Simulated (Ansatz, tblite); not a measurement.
# The cluster ZnBr2−: one state, many levels

An exercise on one series of results from a longer session: the logs are not shown, and one member is left open.

Method: as each input shows; program: Ansatz 0.2.0, Gaussian basis.

The runs, in order: GFN1-xTB, GFN2-xTB, PBE-D4/def2-TZVPD, r2SCAN-D4/def2-TZVPD, revPBE-D4/def2-TZVPD, HF/def2-TZVPD, LC-ωPBE/def2-TZVPD, ωB97X-V/def2-TZVPD, ωB97M-V/def2-TZVPD, PBE-D4/def2-SVPD, PBE0-D4/def2-SVPD, HF/STO-3G, HF/6-31G, B3LYP-D4/6-31G, CCSD(T)/def2-SVPD, MP2/def2-TZVPD, RPA/def2-TZVPD.

**The geometry**

The geometry is that of the doublet, from an earlier relaxation (PBE-D4/def2-TZVPD). At that level it is the lowest of the isomers that a small search found.

3 atoms, charge -1, spin multiplicity 2.

Bond lengths: Zn1–Br2 2.467 Å, Zn1–Br3 2.467 Å. Angles: Br2–Zn1–Br3 120.1°.

The ion is computed in the gas phase, without counter-ions or solvent.

PBE0-D4/def2-TZVPD was run before; its log isn't repeated, and its numbers join the tables.

The first run:

Tight binding, by tblite at 300 K electronic temperature and without a spin-polarisation term:

```python
tblite.interface.Calculator('GFN1-xTB', numbers, positions, charge=-1, uhf=1).singlepoint()
```

Tight binding, by tblite at 300 K electronic temperature and without a spin-polarisation term:

```python
tblite.interface.Calculator('GFN2-xTB', numbers, positions, charge=-1, uhf=1).singlepoint()
```

start.molden holds the orbitals of an earlier run on this state, given as this run's starting guess.

in.yaml reads:

```yaml
crystal:
  periodic: [false, false, false]
  atoms:
    - {symbol: Zn, position_ang: [-0.212814, -0.541677, 0.579110]}
    - {symbol: Br, position_ang: [1.566670, -1.101014, -1.035832]}
    - {symbol: Br, position_ang: [-1.353856, 1.642692, 0.456731]}
basis:
  gaussian: {orbitals: def2-TZVPD, initial_orbitals: start.molden}
total_charge: -1
magnetization: {spin_polarized: true, initial_magnetization: 1}
hamiltonian: {xc: pbe, dispersion: d4}
scf: {omitted_lower_state_checks: [starts]}
output: {orbitals: {seedname: orbitals}}
```

On the command line:

```sh
$ ansatz run in.yaml --threads 4 --pin off --events-out ev --progress --plain --max-ram 3916MiB
```

Steps of the session up to this table: PBE-D4/def2-TZVPD; r2SCAN-D4/def2-TZVPD; revPBE-D4/def2-TZVPD; HF/def2-TZVPD; LC-ωPBE/def2-TZVPD; ωB97X-V/def2-TZVPD; ωB97M-V/def2-TZVPD; PBE-D4/def2-SVPD; PBE0-D4/def2-SVPD; HF/STO-3G; HF/6-31G; B3LYP-D4/6-31G; CCSD(T)/def2-SVPD; MP2/def2-TZVPD; RPA/def2-TZVPD.

One of the session's tables, all rows but one given; the rest of the session is left out.

```
               level  LUMO (eV)  gap (eV)
           HF/STO-3G      11.66     10.34
            HF/6-31G       5.09      7.65
       HF/def2-TZVPD       3.98      6.61
    PBE-D4/def2-SVPD       1.04      0.86
   PBE-D4/def2-TZVPD       1.04      0.87
revPBE-D4/def2-TZVPD       1.17      0.96
r2SCAN-D4/def2-TZVPD       1.41      1.50
      B3LYP-D4/6-31G          ?         ?
   PBE0-D4/def2-SVPD       1.88      2.52
  PBE0-D4/def2-TZVPD       1.91      2.56
  LC-ωPBE/def2-TZVPD       3.81      6.73
  ωB97X-V/def2-TZVPD       3.67      6.19
  ωB97M-V/def2-TZVPD       3.29      5.78
```

**Question.** Estimate the row for B3LYP-D4/6-31G.

As computed: LUMO (eV): 1.75; gap (eV): 1.95. In the column «LUMO (eV)» it lies between r2SCAN-D4/def2-TZVPD (1.41) and PBE0-D4/def2-SVPD (1.88).
